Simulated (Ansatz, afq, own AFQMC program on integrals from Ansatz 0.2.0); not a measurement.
# Al2H, doublet: AFQMC among the cluster methods

```yaml
atoms:
  - { symbol: Al, position_ang: [0.0000, 0.0000, 2.4426] }
  - { symbol: Al, position_ang: [0.0000, 0.0000, -6.5044] }
  - { symbol: H, position_ang: [0.0000, 0.0000, 4.0618] }
```

Connectivity, by distances: AlH ··· Al.

Basis 6-31G. Only valence electrons are correlated. Integrals, coupled cluster, full CI and functionals: Ansatz 0.2.0; the random walks run on the same integrals in our own AFQMC program. ph-AFQMC/CISD is guided by a CISD state made of CCSD amplitudes; releasing the constraint for a short imaginary time cuts its bias at the price of noise, slowly where states lie close. Uncertainties: one standard error, sampling alone.

Determinant: UHF, the one that the program's search chose, which needn't be the lowest solution. The geometry is a point of a scan.

Full CI on the same integrals is exact in this basis and with this determinant's frozen core.

Cautions: the determinant is a saddle point among determinants of its kind.

```
T1 diagnostic                               : 0.0330
weight of the determinant in the CISD state : 0.879
⟨S²⟩ of the determinant                     : 0.785
size of the correlated space                : 7 electrons in 18 orbitals
```

```json
{"level": "MP2", "correlation energy (eV)": "-1.2299"}
{"level": "CCSD", "correlation energy (eV)": "-2.0371"}
{"level": "CCSD(T)", "correlation energy (eV)": "-2.0474"}
```

(1) Estimate where full CI lies against CCSD(T) on the same integrals.

(1) 6.1 meV below CCSD(T).

Reference: full CI, correlation energy -2.054 eV. The released energy is read at 2.40 1/Eh (meV from the phaseless value at times in 1/Eh: -0.9 ± 1.4 at 0.24, -1.1 ± 1.1 at 0.51, -2.7 ± 0.9 at 0.99, -3.7 ± 0.9 at 1.62, -4.5 ± 0.7 at 2.40).

| level | E − E(reference) (meV) | share of correlation (%) |
| --- | --- | --- |
| CCSD(T) | 6.1 | 99.70 |
| CCSDT | 1.5 | 99.93 |
| CCSDT(Q) | 0.5 | 99.98 |
| CCSDTQ | 0.0 | 100.00 |
| ph-AFQMC/CISD | 6.0 ± 1.5 | 99.71 |
| released AFQMC | 1.5 ± 0.7 | 99.93 |

CCSDT and higher add their correlation energy to the determinant of the CCSD(T) run, since their own runs factorise the integrals more tightly (a shift of under 2 meV). Released energies are given only where the last usable release times agree within the noise; a slower fall can still hide under it.
